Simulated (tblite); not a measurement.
Hydrogen sulfide, H2S.
SMILES: `S`

Computed with GFN2-xTB (tblite): harmonic, unscaled wavenumbers at the GFN2-xTB geometry, gas phase. Errors from tens to a few hundred cm⁻¹ against measured bands are possible. Modes of hydrogen on sulfur can be 10 to 20 % off.

Harmonic wavenumbers (cm⁻¹): 1157.8, 2476.1, 2481.0.

A = 315842, B = 273532, C = 146584 MHz; mass 33.988 u (most abundant isotopes); point group C2v, symmetry number 2.

Q: Zero-point energy?

A: Half the sum of the wavenumbers: 3057 cm⁻¹ = 36.58 kJ/mol.

Q: Give the ideal-gas entropy at 298.15 K and 1 bar in the rigid-rotor, harmonic-oscillator model (classical rotation).

A: Translation 152.83, rotation 52.41, vibration 0.21: S = 205.4 J/(mol K).

Q: And Cp and H(298.15 K) − H(0)?

A: Cp = 34.25 J/(mol K), of which vibrations give 0.99 (their classical limit is 3 R = 24.9); H(298.15 K) − H(0) = 9.97 kJ/mol without the zero-point energy, 0.05 from vibrations.

Q: What must be added to the electronic energy to get the Gibbs energy at 298.15 K and 1 bar?

A: ZPE + [H(298.15 K) − H(0)] − T·S = 36.58 + 9.97 − 61.25 = -14.70 kJ/mol.

Q: How do the functions run with temperature in this model?

A: 
| T (K) | S (J/(mol K)) | Cp (J/(mol K)) | H − H(0) (kJ/mol) | G − H(0) (kJ/mol) | ln q(vib) |
| --- | --- | --- | --- | --- | --- |
| 200 | 192.0 | 33.4 | 6.65 | -31.74 | 0.00 |
| 300 | 205.7 | 34.3 | 10.03 | -51.67 | 0.00 |
| 500 | 223.9 | 37.5 | 17.19 | -94.75 | 0.04 |
| 800 | 242.7 | 43.0 | 29.27 | -164.89 | 0.16 |
| 1000 | 252.7 | 46.2 | 38.21 | -214.45 | 0.27 |

q(vib) and H(0) count from the zero-point level.
